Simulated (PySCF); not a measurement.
# Worked example: entropy of an ideal gas

C2F4, SMILES FC(F)=C(F)F (connectivity only; charge and spin as stated), charge +1, multiplicity 2.

Geometry: PBE0-D3(BJ)/def2-SVP. The spin state was assumed, not searched.

PBE0-D3(BJ)/def2-SVP run with PySCF gives the harmonic wavenumbers 144, 212, 414, 443, 546, 600, 618, 863, 1335, 1626, 1628, 1781 cm⁻¹ and the rotational temperatures 0.2734, 0.1610, 0.1013 K. The molar mass is 100.02 g/mol, the symmetry number 4, the spin multiplicity 2.

Q: Work out the entropy at 298.15 K and 1 atm in the rigid-rotor, harmonic-oscillator model.

A: 
Translation (Sackur–Tetrode at 1 atm): S = R[1.5 ln M + 2.5 ln T − 1.16487] = 166.2 J/(mol K).
Rotation: q = (√π/σ) T^1.5/√(θA θB θC) = 34200, S = R[ln q + 3/2] = 99.3 J/(mol K).
Vibration: with u = 1.4388 ν/T, each mode gives R[u/(e^u − 1) − ln(1 − e^−u)]:
```json
[
 {"ν (cm⁻¹)": "144", "modes": "1", "u": "0.69", "S (J/(mol K))": "11.51"},
 {"ν (cm⁻¹)": "212", "modes": "1", "u": "1.02", "S (J/(mol K))": "8.48"},
 {"ν (cm⁻¹)": "414", "modes": "1", "u": "2.00", "S (J/(mol K))": "3.82"},
 {"ν (cm⁻¹)": "443", "modes": "1", "u": "2.14", "S (J/(mol K))": "3.42"},
 {"ν (cm⁻¹)": "546", "modes": "1", "u": "2.63", "S (J/(mol K))": "2.31"},
 {"ν (cm⁻¹)": "600", "modes": "1", "u": "2.90", "S (J/(mol K))": "1.88"},
 {"ν (cm⁻¹)": "618", "modes": "1", "u": "2.98", "S (J/(mol K))": "1.76"},
 {"ν (cm⁻¹)": "863", "modes": "1", "u": "4.16", "S (J/(mol K))": "0.68"},
 {"ν (cm⁻¹)": "1335", "modes": "1", "u": "6.44", "S (J/(mol K))": "0.10"},
 {"ν (cm⁻¹)": "1626", "modes": "1", "u": "7.85", "S (J/(mol K))": "0.03"},
 {"ν (cm⁻¹)": "1628", "modes": "1", "u": "7.86", "S (J/(mol K))": "0.03"},
 {"ν (cm⁻¹)": "1781", "modes": "1", "u": "8.59", "S (J/(mol K))": "0.01"}
]
```
These are all the modes. Sum 34.0 J/(mol K).
Spin: R ln 2 = 5.8 J/(mol K).
Total 305.2 J/(mol K); the program's own thermochemistry gives 305.2. Translation makes up 54 % and vibration 11 %. Anharmonicity, hindered rotation and orbital degeneracy are left out.
